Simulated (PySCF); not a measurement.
B3LYP has the VWN-RPA correlation part, as in Gaussian. 

```xyz
14

C      1.9424     0.2273    -0.0583
C      0.4810     0.3484    -0.4799
C     -0.4810    -0.3484     0.4799
C     -1.9424    -0.2273     0.0583
H      2.2501    -0.8200    -0.0053
H      2.6062     0.7338    -0.7614
H      2.1040     0.6680     0.9286
H      0.2073     1.4061    -0.5564
H      0.3523    -0.0709    -1.4834
H     -0.2073    -1.4061     0.5564
H     -0.3523     0.0709     1.4834
H     -2.6062    -0.7338     0.7614
H     -2.2501     0.8200     0.0053
H     -2.1040    -0.6680    -0.9286
```

Charge 0, multiplicity 1.

### Question
Give the Mulliken and meta-Löwdin atomic charges from B3LYP-D3(BJ)/def2-TZVP (PySCF 2.14.0).

### Answer

```json
[
 {"atom": "C1", "Mulliken (e)": "-0.32", "meta-Löwdin (e)": "-0.32"},
 {"atom": "C2", "Mulliken (e)": "-0.15", "meta-Löwdin (e)": "-0.18"},
 {"atom": "C3", "Mulliken (e)": "-0.15", "meta-Löwdin (e)": "-0.18"},
 {"atom": "C4", "Mulliken (e)": "-0.32", "meta-Löwdin (e)": "-0.32"},
 {"atom": "H5", "Mulliken (e)": "0.10", "meta-Löwdin (e)": "0.10"},
 {"atom": "H6", "Mulliken (e)": "0.11", "meta-Löwdin (e)": "0.11"},
 {"atom": "H7", "Mulliken (e)": "0.10", "meta-Löwdin (e)": "0.10"},
 {"atom": "H8", "Mulliken (e)": "0.08", "meta-Löwdin (e)": "0.09"},
 {"atom": "H9", "Mulliken (e)": "0.08", "meta-Löwdin (e)": "0.09"},
 {"atom": "H10", "Mulliken (e)": "0.08", "meta-Löwdin (e)": "0.09"},
 {"atom": "H11", "Mulliken (e)": "0.08", "meta-Löwdin (e)": "0.09"},
 {"atom": "H12", "Mulliken (e)": "0.11", "meta-Löwdin (e)": "0.11"},
 {"atom": "H13", "Mulliken (e)": "0.10", "meta-Löwdin (e)": "0.10"},
 {"atom": "H14", "Mulliken (e)": "0.10", "meta-Löwdin (e)": "0.10"}
]
```
